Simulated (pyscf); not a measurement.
PySCF, gas phase, ωB97X-D3(BJ)/def2-SVP geometries. Correlated levels are frozen-core, on RHF or UHF. ΔMP2 is the change of the MP2 total energy from the triple- to the quadruple-zeta basis.

SMILES: ClCl
```xyz
2

Cl     0.4879    -0.3542    -0.4784
Cl     1.8905     1.0973    -0.4048
```

Task: How much does it cost (ΔH, 298 K, CCSD(T)/def2-TZVPP + ΔMP2(QZVPP)) to split chlorine (Cl–Cl) at its Cl–Cl bond into Cl• + Cl•?

Result: Cl–Cl to Cl• + Cl•: 56.7 kcal/mol. The CCSD(T) − MP2 part came from Ansatz, without density fitting, on the same reference. Left out: the spin-orbit lowering of Cl.
